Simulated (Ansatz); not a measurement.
The input, for Ansatz 0.2.0:

```yaml
crystal:
  periodic: [false, false, false]
  atoms:
    - {symbol: B, position_ang: [-0.200976, 0.000000, 0.000000]}
    - {symbol: H, position_ang: [-0.797709, 1.033571, 0.000000]}
    - {symbol: H, position_ang: [-0.797709, -1.033571, 0.000000]}
    - {symbol: H, position_ang: [1.503024, 0.000000, 0.000000]}
    - {symbol: H, position_ang: [2.248024, 0.000000, 0.000000]}
basis:
  gaussian: {orbitals: cc-pVDZ}
magnetization: {spin_polarized: false, initial_magnetization: 1}
correlation: {method: ccsdtq, electrons: outside_noble_gas}
```

```sh
$ ansatz run in.yaml --threads 2 --pin off --events-out ev --progress --plain --max-ram 16896MiB --backend cuda --devices 0, --max-vram 18GiB
```

**Question.** Roughly how long does this take on 2 threads of AMD EPYC 7R13 with a shared H100 80 GB, shared host, and how much host memory?

**Answer.** 8 s wall and 0.85 GiB.

```
587 factors; integrals over basis functions are off by at most 2.2e-7 eV
mean field evaluation 1: about -729.8830 eV, gradient 9.5e0 eV
mean field evaluation 2: about -729.8826 eV, gradient 9.5e0 eV
mean field evaluation 4: about -730.6284 eV, gradient 5.8e-1 eV
mean field evaluation 8: about -730.6346 eV, gradient 1.4e-3 eV
mean field evaluation 16: about -728.7735 eV, gradient 1.0e1 eV
mean field evaluation 32: about -730.6288 eV, gradient 3.0e-1 eV
mean field evaluation 64: about -730.6336 eV, gradient 2.8e-1 eV
mean field -730.63463066 eV, -26.8503274349 hartree, gradient 1.5e-6 eV, S^2 0.750000; 6 other end points of the search recorded, 0 dependent functions left out
mean field evaluation 96: about -730.2386 eV, gradient 1.6e0 eV
determinant -730.63463066 eV, -26.8503274349 hartree, with singles and doubles -734.20708653 eV, -26.9816127665 hartree
determinant -729.64739087 eV, -26.8140470418 hartree, with singles and doubles -733.35938739 eV, -26.9504603979 hartree
1 core orbitals not correlated: weight in the atoms' cores, before any rotation towards them, 1.000 or more for the frozen orbitals, at most 0.000 for the correlated occupied ones
reference -730.63463066 eV, -26.8503274349 hartree; 4, 3 occupied and 29, 30 virtual orbitals, 587 factors
second order -2.73147102 eV of doubles, -0.05637455 eV of singles
cycle   1  -3.35573001 eV  change   -5.7e-1 eV  update   5.4e-2
cycle   2  -3.61965152 eV  change   -2.6e-1 eV  update   2.2e-2
cycle   3  -3.63111498 eV  change   -1.1e-2 eV  update   7.5e-3
cycle   4  -3.63571930 eV  change   -4.6e-3 eV  update   3.1e-3
cycle   5  -3.63514409 eV  change    5.8e-4 eV  update   1.1e-3
cycle   6  -3.63493399 eV  change    2.1e-4 eV  update   3.9e-4
cycle   7  -3.63509235 eV  change   -1.6e-4 eV  update   1.7e-4
cycle   8  -3.63517734 eV  change   -8.5e-5 eV  update   5.6e-5
cycle   9  -3.63515880 eV  change    1.9e-5 eV  update   2.2e-5
cycle  10  -3.63515096 eV  change    7.8e-6 eV  update   8.2e-6
cycle  11  -3.63515205 eV  change   -1.1e-6 eV  update   3.5e-6
cycle  12  -3.63515321 eV  change   -1.2e-6 eV  update   1.4e-6
cycle  13  -3.63515364 eV  change   -4.3e-7 eV  update   6.0e-7
Total energy: -734.26978431 eV, -26.9839168673 hartree
```

For the same geometry and basis full CI lies 0.1 meV lower.
